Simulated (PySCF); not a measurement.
**How well do the runs reproduce experiment for isobutane?**

**Measured values to compare with.**

From NIST CCCBDB Release 22 (SRD 101), experimental dipoles, for the gas: dipole moment (microwave Stark effect) 0.132 D.

NIST CCCBDB Release 22 (SRD 101), experimental polarizabilities lists, for the gas: mean polarisability 8.009 Å³.

How close the calculation comes is told at the end.

Species: isobutane, C4H10.
SMILES with atom numbers: `[CH3:1][CH:2]([CH3:3])[CH3:4]` (hydrogens: H5, H6, H7 on C1; H8 on C2; H9, H10, H11 on C3; H12, H13, H14 on C4)

Structure used (GFN2-xTB), in Å, numbered top down from 1:
```xyz
14
C4H10 angstrom
C     -0.0345    1.3643   -0.6339
C      0.0300    0.1221    0.2512
C      1.2602   -0.7142   -0.0917
C     -1.2403   -0.7101    0.0952
H      0.8600    1.9709   -0.5101
H     -0.1130    1.0776   -1.6807
H     -0.8998    1.9725   -0.3795
H      0.1083    0.4432    1.2962
H      2.1692   -0.1309    0.0379
H      1.2122   -1.0495   -1.1258
H      1.3203   -1.5902    0.5506
H     -1.2062   -1.5867    0.7384
H     -2.1181   -0.1247    0.3599
H     -1.3490   -1.0445   -0.9347
```

The PySCF runs (gas phase, on this GFN2-xTB geometry; no spin–orbit coupling):

```csv
level,job,basis functions
PBE0/pcSseg-1,"shieldings, charges and field gradients",118
wB97X-D/def2-SVPD,"8 singlets by full TDDFT, 3 Tamm–Dancoff triplets, polarisability",160
B3LYP/pcJ-1,"spin–spin couplings from 14 perturbed nuclei, spin–dipole term left out",208
```

**Comparison with experiment**

**Dipole moment.** Measured: 0.132 D (NIST CCCBDB Release 22 (SRD 101), experimental dipoles).

| level | computed (D) | computed − measured (D) |
| --- | --- | --- |
| PBE0/pcSseg-1 | 0.107 | -0.025 |
| wB97X-D/def2-SVPD | 0.128 | -0.004 |
| B3LYP/pcJ-1 | 0.124 | -0.008 |

All 3 levels lie below the measurement. The computed dipoles belong to one fixed geometry; measured ones are averaged over vibrations unless marked μe. Magnitudes are compared, not signs.

**Mean polarisability.** Measured: 8.009 Å³ (NIST CCCBDB Release 22 (SRD 101), experimental polarizabilities).

```tsv
level	computed (Å³)	computed − measured (Å³)	% (from the printed values)
wB97X-D/def2-SVPD	7.584	-0.425	-5
```

The computed values are static and purely electronic, with core orbitals frozen in the response (1 au = 0.148185 Å³). The table of measured values doesn't say here whether a value is static or optical, or holds a vibrational part.

The geometry is computed, not the measured one. Where a level misses, the cause wasn't examined.
